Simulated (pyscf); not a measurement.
A first-order saddle from PySCF, ωB97X-D3(BJ)/def2-SVP:

```xyz
14

Si    -1.9449     1.0520     0.7764
N     -0.0996     0.1461     0.4876
Si     0.2360    -0.8462    -0.9385
H     -2.4415     0.3939    -0.4639
H     -2.0283     0.3513     2.0894
H     -2.9633     2.1612     0.9563
H      0.2154    -0.2705     1.3622
H     -0.5371    -0.2851    -2.0754
H      1.6916    -0.8372    -1.2574
H     -0.1976    -2.2438    -0.6529
B      0.2533     1.6598     0.3792
H     -0.8828     2.2952     0.6686
H      0.9798     2.0983     1.2450
H      0.4604     2.0285    -0.7608
```

Surface: singlet, charge 0. Lowest wavenumbers (cm⁻¹): 114i, 57, 115, 186, 224.

Name the species on either side of this saddle.

`[SiH3][NH][SiH3]` + `[BH3]` ⇌ `[SiH4]` + `[BH2][NH][SiH3]`, a four-centre exchange read from left to right: N–Si, B–H broken and H–Si, B–N formed. At ωB97M-D3(BJ)/def2-TZVP it lies -0.32 eV from the left side and +0.69 eV from the right (each side as separated species at their lowest minima found). On the reactant side the descent ends in an adduct with a B–N contact, 1.15 eV under the separated species and 0.78 eV under the saddle at ωB97X-D3(BJ)/def2-TZVP. At ωB97M-D3(BJ) the saddle lies under the separated reactants, which points to a path from their complex (located at ωB97X-D3(BJ) alone). What is counted as formed (B–N) is already present as a longer contact in the reactant adduct; forming that adduct is a step of its own. At the saddle there is also a short B–Si contact that neither side keeps. One saddle was located; it need not be the lowest between these sides.
